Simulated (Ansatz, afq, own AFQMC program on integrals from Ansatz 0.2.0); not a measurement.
## BH2, doublet in cc-pVDZ, levels against full CI

```xyz
3

B     0.0000   -0.0800    0.0000
H     0.0000    0.4291   -1.0770
H     0.0000    0.4291    1.0770
```

Basis cc-pVDZ. Only valence electrons are correlated. Ansatz 0.2.0 and our own AFQMC program on the same integrals; the CISD trial comes from CCSD amplitudes, and released means the phaseless constraint is let go. Free AFQMC starts from the CCSD state and is never constrained. Its projection time is finite, and what remains of the start isn't in its error. Error bars are statistical, one sigma.

Determinant: UHF, the one that the program's search chose, which needn't be the lowest solution. The geometry is a PBE0/def2-TZVP stationary point of this or a neighbouring charge and spin state.

Full CI on the same integrals is exact in this basis and with this determinant's frozen core.

The T1 diagnostic is 0.0079 and the weight of the determinant in the CISD state is 0.953. The ⟨S²⟩ of the determinant is 0.753. The size of the correlated space is 5 electrons in 23 orbitals.

Reference: full CI, correlation energy -2.388 eV. The released energy is read at 2.40 1/Eh (meV from the phaseless value at times in 1/Eh: -0.8 ± 0.6 at 0.24, -1.3 ± 0.4 at 0.51, -2.1 ± 0.5 at 0.99, -2.8 ± 0.4 at 1.62, -2.8 ± 0.5 at 2.40).

```tsv
level	E − E(reference) (meV)	share of correlation (%)
HF	2388.0	0.00
MP2	581.7	75.64
CCSD	42.3	98.23
CCSD(T)	10.7	99.55
CCSDT	0.6	99.97
CCSDT(Q)	0.1	100.00
CCSDTQ	0.0	100.00
ph-AFQMC/HF	3.6 ± 10.2	99.85
ph-AFQMC/CISD	2.6 ± 0.6	99.89
released AFQMC	-0.2 ± 0.5	100.01
free AFQMC	-0.2 ± 0.4	100.01
```

CCSDT and higher add their correlation energy to the determinant of the CCSD(T) run, since their own runs factorise the integrals more tightly (a shift of under 2 meV). Free projections are given only where their last times agree within the noise and don't stop above the reference; a slow remainder of the start can still hide under it. A walk keeps the symmetry of its determinant, which the program's search chose and which needn't be the lowest solution, so a lower state of the same spin and another symmetry isn't excluded. Released energies are given only where the last usable release times agree within the noise; a slower fall can still hide under it.
